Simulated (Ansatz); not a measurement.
**C₃H₆ClFO: a ladder of functionals and wavefunction methods**

An exercise on one series of results from a longer session: the logs are not shown, and one member is left open.

Computed with Ansatz 0.2.0, Gaussian basis. Level: functionals in def2-TZVPP, the program's frozen cores in correlated methods.

The runs, in order: PBE-D4, r2SCAN-D4, PBE0-D4, B3LYP-D4, ωB97X-V, ωB97M-V, B2PLYP; CCSD(T)/def2-TZVPP; MP2/def2-QZVPP; extrapolation to the limit.

## The relaxed structure

The geometry comes from an earlier relaxation with PBE0-D4 in a triple-zeta def2 set; it is a stationary point, not always the lowest conformer.

SMILES `FCOCCCl`, 12 atoms, charge 0, spin multiplicity 1.

Atoms are counted from 1 here; the program's logs count them from 0.

Bond lengths: F1–C2 1.383 Å, C2–O3 1.363 Å, C2–H7 1.091 Å, C2–H8 1.098 Å, O3–C4 1.411 Å, C4–C5 1.502 Å, C4–H9 1.098 Å, C4–H10 1.097 Å, C5–Cl6 1.780 Å, C5–H11 1.089 Å, C5–H12 1.089 Å. Angles: F1–C2–O3 111.2°, F1–C2–H7 107.9°, F1–C2–H8 106.4°, O3–C2–H7 107.5°, O3–C2–H8 112.0°, H7–C2–H8 111.9°, C2–O3–C4 114.6°, O3–C4–C5 109.1°, O3–C4–H9 110.3°, O3–C4–H10 110.1°, C5–C4–H9 110.4°, C5–C4–H10 108.7°, H9–C4–H10 108.3°, C4–C5–Cl6 112.1°, C4–C5–H11 110.6°, C4–C5–H12 110.1°, Cl6–C5–H11 107.2°, Cl6–C5–H12 107.3° and more.

Set-up of the first run:

in.yaml reads:

```yaml
crystal:
  periodic: [false, false, false]
  atoms:
    - {symbol: F, position_ang: [1.436976, -0.414639, 2.133124]}
    - {symbol: C, position_ang: [0.907674, -1.191004, 1.118531]}
    - {symbol: O, position_ang: [0.735493, -0.462303, -0.020967]}
    - {symbol: C, position_ang: [-0.290321, 0.504499, 0.048604]}
    - {symbol: C, position_ang: [-0.645195, 0.944089, -1.342575]}
    - {symbol: Cl, position_ang: [-1.449378, -0.346568, -2.268277]}
    - {symbol: H, position_ang: [1.622682, -1.984191, 0.896074]}
    - {symbol: H, position_ang: [-0.042091, -1.590661, 1.498206]}
    - {symbol: H, position_ang: [-1.170764, 0.089306, 0.555767]}
    - {symbol: H, position_ang: [0.052677, 1.378671, 0.616042]}
    - {symbol: H, position_ang: [0.249539, 1.227229, -1.895753]}
    - {symbol: H, position_ang: [-1.330194, 1.790275, -1.304776]}
basis:
  gaussian: {orbitals: def2-TZVPP}
hamiltonian: {xc: pbe, dispersion: d4}
output: {forces: true, orbitals: {seedname: orbitals}}
```

Launch:

```
ansatz run in.yaml --threads 4 --pin off --events-out ev --progress --plain --max-ram 10444MiB
```

Among the steps run: PBE-D4 (GGA); r2SCAN-D4 (meta-GGA); PBE0-D4 (hybrid); B3LYP-D4 (hybrid); ωB97X-V (range-separated); ωB97M-V (range-separated); B2PLYP (double hybrid); CCSD(T) in def2-TZVPP; MP2 in def2-QZVPP.

One table of the session follows, with a row left open; its other results are not shown here.

```
            method  atomisation energy (eV)
            PBE-D4                   48.622
         r2SCAN-D4                   47.412
           PBE0-D4                   47.532
          B3LYP-D4                   47.105
           ωB97X-V                   47.368
           ωB97M-V                   47.414
            B2PLYP                   46.693
     HF/def2-TZVPP                   33.805
    MP2/def2-TZVPP                   47.091
   CCSD/def2-TZVPP                        ?
CCSD(T)/def2-TZVPP                   46.028
           MP2/CBS                   48.309
       CCSD(T)/CBS                   47.246
```

Q: Estimate the row for CCSD/def2-TZVPP from the others.

As computed: atomisation energy (eV): 45.253. In the column «atomisation energy (eV)» it lies between HF/def2-TZVPP (33.805) and CCSD(T)/def2-TZVPP (46.028).

Among the levels timed on like hardware and quicker than the yardstick, those that no quicker one beats, quickest first: PBE-D4 (3.1 s, +1.377 eV); PBE0-D4 (3.8 s, +0.286 eV); B3LYP-D4 (6 s, -0.140 eV); ωB97X-V (9.5 s, +0.122 eV).

B2PLYP carry no dispersion term (for B3LYP, D4 adds 0.363 eV).
